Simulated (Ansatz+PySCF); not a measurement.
Results of a calculation; reference values are marked as such.
## PySCF 2.14.0 run

```python
from pyscf import gto, scf, mp

mol = gto.M(atom="""
O 0.000000 0.000000 -1.039740
O 0.000000 0.000000 1.039740
""", basis='sto-3g', charge=0, spin=2)
mf = scf.UHF(mol)
mf.kernel()
pt = mp.MP2(mf, frozen=2).run()
print(mf.e_tot, pt.e_corr, pt.e_tot)
```

The script is written out from the run's settings.

Results

- Converged: yes
- Reference energy: -147.17800 hartree
- Correlation energy: -0.57854 hartree
- Total energy: -147.75654 hartree

The reference isn't the lowest determinant (another lies 10.48 eV lower), but the same method gives a higher total on the lower determinant. Caution: large amplitudes, a single reference is doubtful.
